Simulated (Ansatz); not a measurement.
`Cl[B+]Cl` at its PBE0-D4/def2-TZVP geometry, where that method's forces vanish. Charge 1, multiplicity 1.

```xyz
3

Cl    1.3773    0.8089   -0.1999
B     0.0000    0.0000    0.0000
Cl   -1.3773   -0.8089    0.1999
```

Q: What forces (eV/Å) does ωB97M-V/def2-TZVPP give on these atoms in Ansatz 0.2.0? (Estimate.)

A: Computed: 
```
Cl1  0.080  0.047 -0.012
B2   0.000  0.000  0.000
Cl3 -0.080 -0.047  0.012
```
